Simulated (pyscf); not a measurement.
A first-order saddle from PySCF, ωB97X-D3(BJ)/def2-SVP:

```xyz
16

F     -0.9626    -1.6341     1.4962
Si    -0.5183    -0.1983     0.8081
Si    -0.1550    -0.6380    -1.4353
Si    -2.3027     1.2954     0.9174
Si     1.5252     0.4995     1.6827
H     -1.1848     0.3304    -2.5242
H      1.1657    -0.5800    -2.1004
H     -0.9310    -1.7385    -2.0953
H     -2.8851     1.4763    -0.4458
H     -3.3676     0.7178     1.7939
H     -1.8648     2.6017     1.4754
H      1.8455    -0.3533     2.8689
H      1.4436     1.9200     2.1139
H      2.5993     0.3103     0.6673
Cl     0.2762     1.9716    -0.8445
H     -0.8038     0.9573    -2.1224
```
Charge 0, spin multiplicity 1.

Surface: singlet, charge 0. Lowest wavenumbers (cm⁻¹): 441i, 81, 91, 129, 133.

Problem. Which two sides does it connect, and which bonds change?

Solution. F–Si(SiH₃)(SiH₃)–SiH₃ (SMILES F[Si]([SiH3])([SiH3])[SiH3]) + HCl (SMILES Cl) ⇌ F–Si(SiH₃)(SiH₃)–SiH₂–Cl (SMILES F[Si]([SiH3])([SiH3])[SiH2]Cl) + H₂ (SMILES [H][H]), a four-centre exchange read from left to right: H–Si, Cl–H broken and Cl–Si, H–H formed. At ωB97M-D3(BJ)/def2-TZVP it lies +1.11 eV from the left side and +1.85 eV from the right (each side as separated species at their lowest minima found). At the saddle there is also a short Cl–Si, H–Si contact that neither side keeps. This is the saddle that the search found; another between the same sides may lie lower.
